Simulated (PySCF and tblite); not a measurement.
C5H11N, numbered as in [CH3:1][C@@H:2]1[CH2:3][CH2:4][NH:5][CH2:6]1. Conformers came from 90 starts (ETKDG and KDG, MMFF94s, GFN2-xTB); geometries are PBE0-D3(BJ)/def2-SVP. Energies: PBE0-D3(BJ)/def2-TZVP, with GFN2-xTB thermal terms (modes under about 100 cm⁻¹ blended into free rotors). Symmetry numbers and mirror images are counted. Conformers within 4 kcal/mol (GFN2-xTB free energy) were kept, 5 at most. GIAO shieldings: PBE0/pcSseg-1. Shifts are against TMS (¹H), TMS (¹³C), NH3 (¹⁵N) at the same level; of two unlike H on one atom, a is the less shielded. Programs: PySCF with density fitting and tblite.

The 5-ring runs over atoms 2–3–4–5–6.

```
conformer                                                                    shape  point group  mirror pair  ΔE(DFT)  Δ(G−E) at 200 K  δ H6b (ppm)
        1  5-ring between envelope and twist (ring torsions -18, 41, -47, 33, -9°)           C1           no     0.00             0.00         2.01
        2  5-ring between envelope and twist (ring torsions -6, 28, -39, 35, -17°)           C1           no     0.11             0.50         1.89
        3   5-ring between envelope and twist (ring torsions 21, -43, 47, -32, 7°)           C1           no     0.15             0.07         2.59
```

Energies in kcal/mol; the thermal term leaves out symmetry numbers and mirror images.

(1) Work out the weights at 200 K and the ¹H shift of H6b under fast exchange.

Results:

(1) RT = 0.397 kcal/mol. Each conformer gets RT ln(σ/g), with σ the rotational symmetry number and g = 2 for a mirror pair: 1: σ = 1, g = 1, G = 0.00 + 0.00 + 0.00 = 0.00, 0.00 above the lowest, exp(−ΔG/RT) = 1.000; 2: σ = 1, g = 1, G = 0.11 + 0.50 + 0.00 = 0.61, 0.61 above the lowest, exp(−ΔG/RT) = 0.214; 3: σ = 1, g = 1, G = 0.15 + 0.07 + 0.00 = 0.22, 0.22 above the lowest, exp(−ΔG/RT) = 0.573. The sum is 1.787, so the weights are 56.0, 12.0, 32.0 %. The averaged shift is 2.18 ppm. At 298.15 K it is 2.18 ppm. At 298.15 K the leading conformer alone gives 2.01 ppm and bare DFT energies give 2.14 ppm.


¹⁵N shifts are against a computed isolated NH3 molecule, about 20 ppm from the liquid.